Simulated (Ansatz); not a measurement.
`N=CN=CF` at its PBE0-D4/def2-TZVP geometry, where that method's forces vanish. Charge 0, multiplicity 1.

```xyz
8

N     0.5132   -1.3696   -1.4539
C    -0.1080   -0.6720   -0.6080
N     0.5273    0.2917    0.1955
C    -0.1260    0.9967    0.9916
F    -1.4488    0.9336    1.1715
H     1.5032   -1.1151   -1.4438
H    -1.1822   -0.8160   -0.4858
H     0.3213    1.7507    1.6330
```

Task: What forces (eV/Å) does r2SCAN-D4/def2-TZVPP give on these atoms in Ansatz 0.2.0? (Estimate.)

Result: Computed: 
```
N1   0.118 -0.248 -0.276
C2  -0.170  0.113  0.154
N3   0.244 -0.135 -0.176
C4   0.246  0.261  0.211
F5  -0.434 -0.013  0.064
H6   0.036  0.018  0.009
H7  -0.015  0.006  0.011
H8  -0.024 -0.001  0.003
```
